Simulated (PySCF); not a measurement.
HF was optimised in PySCF in the def2-SVP basis family (density fitting, no spin–orbit coupling) with several functionals.

One of them gave a singlet of C∞v symmetry with a mean bond of 0.925 Å to H, wavenumbers 4081 cm⁻¹ and a HOMO–LUMO gap of 11.64 eV.

Question: Which level of theory was it?
A. PBE
B. PBE0
C. B3LYP

Answer: C. That is B3LYP, with H–F 0.925 Å. The others give PBE0 0.920 Å and 4161 cm⁻¹ for the highest mode; PBE 0.932 Å and 3970 cm⁻¹ for the highest mode.

The structures come from searches over a few start shapes, so lower isomers are not excluded.
